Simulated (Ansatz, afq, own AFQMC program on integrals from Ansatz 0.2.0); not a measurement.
BNH, doublet in 6-31G, levels against CCSDTQ

```yaml
atoms:
  - { symbol: B, position_ang: [0.0000, 0.0000, 1.1532] }
  - { symbol: N, position_ang: [0.0000, 0.0000, -0.0803] }
  - { symbol: H, position_ang: [0.0000, 0.0000, -1.0729] }
```

Connectivity, by distances: B–NH.

Basis 6-31G. Noble-gas cores (and the filled d shells of Ga–Kr and In–Xe) are frozen. AFQMC by an in-house program on the Cholesky factors that Ansatz 0.2.0 writes for its CCSD(T) run. The CISD trial takes its coefficients from CCSD amplitudes. Released means that phaseless walkers are propagated on without the constraint, phases kept. Uncertainties: one standard error, sampling alone.

Determinant: UHF, the one that the program's search chose, which needn't be the lowest solution. The geometry is a PBE0/def2-TZVP stationary point of this or a neighbouring charge and spin state.

No full CI on the walks' own integrals is used here; CCSDTQ serves as the reference and is uncertain by about the last step of the cluster series.

Cautions: unrestricted determinant spin contaminated (⟨S²⟩ 0.87 against 0.75).

The T1 diagnostic is 0.0336. The weight of the determinant in the CISD state is 0.898. The ⟨S²⟩ of the determinant is 0.871 and the size of the correlated space is 9 electrons in 18 orbitals.

| level | correlation energy (eV) |
| --- | --- |
| MP2 | -4.0390 |
| CCSD | -4.4049 |
| CCSD(T) | -4.5575 |

**Question.** Estimate where phaseless AFQMC with the Hartree–Fock trial lies against CCSD(T) on the same integrals.

**Answer.** 5.9 ± 4.5 kJ/mol above CCSD(T). The gap is under twice the noise, so this walk alone can't tell the two apart.

Reference: CCSDTQ, correlation energy -4.596 eV. The released energy is read at 1.50 1/Eh (meV from the phaseless value at times in 1/Eh: 4 ± 11 at 0.24, 5 ± 9 at 0.50, -7 ± 8 at 1.00, -11 ± 9 at 1.50).

| level | E − E(reference) (kJ/mol) | share of correlation (%) |
| --- | --- | --- |
| CCSD(T) | 3.7 | 99.16 |
| CCSDT | 0.9 | 99.79 |
| CCSDT(Q) | -0.5 | 100.12 |
| ph-AFQMC/HF | 9.6 ± 4.5 | 97.84 |
| ph-AFQMC/CISD | 1.8 ± 0.8 | 99.59 |
| released AFQMC | 0.7 ± 0.8 | 99.84 |

CCSDT and higher add their correlation energy to the determinant of the CCSD(T) run, since their own runs factorise the integrals more tightly (a shift of under 2 meV). A walk keeps the symmetry of its determinant, which the program's search chose and which needn't be the lowest solution, so a lower state of the same spin and another symmetry isn't excluded. Released energies are given only where the last usable release times agree within the noise; a slower fall can still hide under it.
